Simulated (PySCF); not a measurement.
**`CCCNC=O` in a uniform electric field**

Compound: C4H9NO.
SMILES with atom numbers: `[CH3:1][CH2:2][CH2:3][NH:4][CH:5]=[O:6]` (hydrogens: H7, H8, H9 on C1; H10, H11 on C2; H12, H13 on C3; H14 on N4; H15 on C5)

Structure used (PBE0-D3(BJ)/def2-SVP), in Å, numbered top down from 1:
```
atom  x, y, z in Å
C1    -1.580    0.731   -0.026
C2    -1.060   -0.688   -0.193
C3     0.360   -0.883    0.331
N4     1.340   -0.044   -0.320
C5     1.902    1.033    0.283
O6     1.681    1.395    1.416
H7    -1.547    1.046    1.028
H8    -2.618    0.821   -0.379
H9    -0.970    1.447   -0.598
H10   -1.101   -0.983   -1.257
H11   -1.714   -1.398    0.340
H12    0.407   -0.627    1.400
H13    0.659   -1.940    0.230
H14    1.581   -0.226   -1.286
H15    2.617    1.563   -0.392
```

Level: PBE0/def2-SVPD (PySCF); nuclei fixed, core orbitals frozen in the response. Permanent dipole (-0.541, -2.141, -3.210) D (1 au = 2.5417 D). Static polarisability (au):

```
x   64.28  6.15  0.29
y    6.15 62.94  4.32
z    0.29  4.32 59.46
```

Only the terms in μ and α are kept: μ(F) = μ + αF and ΔE = −μ·F − ½ F·αF.

(1) What do fields of 0.154 V/Å (0.003 au) along the six axis directions do?

(2) For the field (-0.0021, -0.0012, -0.0027) au, what is the induced dipole, and what angle does it make with the field?

(3) Which field along μ doubles the dipole in that direction (linear response)?

(4) What field makes μF equal to kT at 200 K?

(5) Induction energy −ᾱe²/2R⁴ of a unit charge at 11 Å, the molecule taken as a point?

Results:

(1) 
```tsv
field along	induced x (D)	induced y (D)	induced z (D)	total size (D)	−μ·F (kJ/mol)	−½F·αF (kJ/mol)
+x	0.490	0.047	0.002	3.831	+1.676	-0.759
−x	-0.490	-0.047	-0.002	4.021	-1.676	-0.759
+y	0.047	0.480	0.033	3.619	+6.635	-0.744
−y	-0.047	-0.480	-0.033	4.211	-6.635	-0.744
+z	0.002	0.033	0.453	3.512	+9.947	-0.703
−z	-0.002	-0.033	-0.453	4.294	-9.947	-0.703
```

(2) αF = (-0.364, -0.254, -0.423) D, at 5.8° to the field. The polarisability along this direction, F·αF/F², is 66.20 au, against a mean of 62.23 au.

(3) The polarisability along the dipole is 65.52 au, so F = 1.5329 au / 65.52 au = 0.0234 au = 1.20 V/Å; higher-order terms are ignored.

(4) kT = 0.6334 × 10⁻³ Eh, so F = 0.000413 au = 2.12 MV/cm.

(5) R = 20.79 bohr, so the energy is −62.2/(2 × 20.79⁴) Eh = -0.438 kJ/mol. The charge–dipole term at its most favourable orientation, −μe/R², is -9.31 kJ/mol.

Geometry: PBE0-D3(BJ)/def2-SVP, one conformer, isolated molecule.
